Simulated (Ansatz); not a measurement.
```yaml
crystal:
  periodic: [false, false, false]
  atoms:
    - {symbol: Al, position_ang: [-0.622349, -0.001322, 0.003902]}
    - {symbol: C, position_ang: [1.318533, 0.002800, -0.008267]}
    - {symbol: H, position_ang: [-1.472321, 1.293996, 0.007820]}
    - {symbol: H, position_ang: [-1.466794, -1.300238, 0.010608]}
    - {symbol: H, position_ang: [1.941604, 0.897550, -0.013146]}
    - {symbol: H, position_ang: [1.945411, -0.889295, -0.011226]}
basis:
  gaussian: {orbitals: def2-TZVP}
magnetization: {spin_polarized: true, initial_magnetization: 1}
hamiltonian: {xc: pbe0}
relax: {f_tol: 0.004, max_steps: 80}
```

```sh
$ ansatz run in.yaml --threads 1 --pin off --events-out ev --progress --plain --max-ram 2176MiB
```

Steps of the relaxation (energy above the last step; positions in Å, forces in eV/Å):

```
6
step 1, 49.2 meV
Al   -0.622   -0.001    0.004    0.516    0.001   -0.003
C     1.319    0.003   -0.008   -0.086    0.000    0.001
H    -1.472    1.294    0.008   -0.101    0.607    0.000
H    -1.467   -1.300    0.011   -0.098   -0.607    0.001
H     1.942    0.898   -0.013   -0.116    0.049    0.001
H     1.945   -0.889   -0.011   -0.116   -0.050    0.001
```

```
6
step 2, 0.8 meV
Al   -0.639   -0.001    0.004    0.153    0.000   -0.001
C     1.290    0.003   -0.008    0.002    0.000    0.000
H    -1.411    1.382    0.007   -0.042    0.022    0.000
H    -1.405   -1.387    0.010   -0.042   -0.022    0.000
H     1.903    0.904   -0.013   -0.035    0.003    0.000
H     1.907   -0.896   -0.011   -0.035   -0.003    0.000
```

```
6
step 3, 0.0 meV
Al   -0.633   -0.001    0.004    0.028    0.000    0.000
C     1.293    0.003   -0.008    0.006    0.000    0.000
H    -1.417    1.378    0.007   -0.002    0.002    0.000
H    -1.411   -1.384    0.010   -0.002   -0.002    0.000
H     1.904    0.905   -0.013   -0.015   -0.002    0.000
H     1.907   -0.897   -0.011   -0.015    0.002    0.000
```

```
6
step 4, 0.0 meV
Al   -0.631   -0.001    0.004   -0.002    0.000    0.000
C     1.293    0.003   -0.008    0.006    0.000    0.000
H    -1.416    1.378    0.007    0.000    0.000    0.000
H    -1.410   -1.384    0.010    0.000    0.000    0.000
H     1.902    0.906   -0.013   -0.002   -0.001    0.000
H     1.906   -0.898   -0.011   -0.002    0.001    0.000
```

```
6
step 5, 0.0 meV
Al   -0.631   -0.001    0.004   -0.001    0.000    0.000
C     1.293    0.003   -0.008    0.001    0.000    0.000
H    -1.416    1.378    0.007    0.000    0.000    0.000
H    -1.410   -1.384    0.010    0.000    0.000    0.000
H     1.902    0.906   -0.013    0.000    0.000    0.000
H     1.906   -0.898   -0.011    0.000    0.000    0.000
```

Close pairs at the end: C2–H6 1.089 Å, C2–H5 1.089 Å, Al1–H4 1.587 Å, Al1–H3 1.587 Å, Al1–C2 1.925 Å.

A stationary point of unrestricted PBE0 after 5 steps, with ⟨S²⟩ = 0.754 against 0.75 for a pure state; no frequencies were run, so it isn't proven a minimum. 17 s on 1 thread of Intel Xeon Platinum 8375C, shared host.
